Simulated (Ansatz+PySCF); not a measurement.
The numbers below are computed, except where a source is named.
HF-dimer → 2 HF

HF-dimer (charge 0, multiplicity 1):
```yaml
atoms:
  - { symbol: F, position_ang: [0.0000, -0.3843, -1.1941] }
  - { symbol: H, position_ang: [0.0000, 0.4552, -0.7986] }
  - { symbol: F, position_ang: [0.0000, 0.3843, 1.1941] }
  - { symbol: H, position_ang: [0.0000, -0.4552, 0.7986] }
```

HF (charge 0, multiplicity 1):
```xyz
2

H     0.0000    0.0000   -0.8282
F     0.0000    0.0000    0.0920
```

Shapes relaxed with PBE0/def2-SVP. Single points in def2-SVP with Ansatz (development build ahead of 0.2.0), no zero-point energy. Correlated methods freeze no orbital on H to Be, one on B to Mg, five on Al to Zn, nine on Ga to Sr.

```tsv
method	reaction energy
CCSD (restricted)	26.8 kJ/mol
CCSD(T) (restricted)	28.0 kJ/mol
HF (restricted)	18.8 kJ/mol
MP2 (restricted)	29.2 kJ/mol
PBE0 (restricted)	36.0 kJ/mol
r2SCAN (restricted)	37.3 kJ/mol
wB97X (restricted)	37.3 kJ/mol
```

Question: What does PBE (restricted) give?

Answer: 43.3 kJ/mol.
